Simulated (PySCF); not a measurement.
These are ωB97X-D3(BJ)/def2-TZVP // B3LYP-D3(BJ)/def2-SVP in PySCF values and carry that method's errors. All species are isolated molecules in the gas phase. Delta-SCF ions had no search for a lower state. 

Reference species (SMILES): `N` (neutral, multiplicity 1).

- HOMO–LUMO gap = 13.18 eV
- HOMO = -10.38 eV
- vertical ionisation energy (Delta-SCF) = 11.07 eV

After one change: the HOMO–LUMO gap falls by 1.68 eV; the HOMO rises by 1.83 eV; the vertical ionisation energy (Delta-SCF) falls by 2.68 eV.

Task: What was changed between the two runs? The new species is one of these.
A. `[C-]#[O+]`
B. `CN(C)C`
C. `CC#N`
D. `C#N`

Result: B, `CN(C)C`
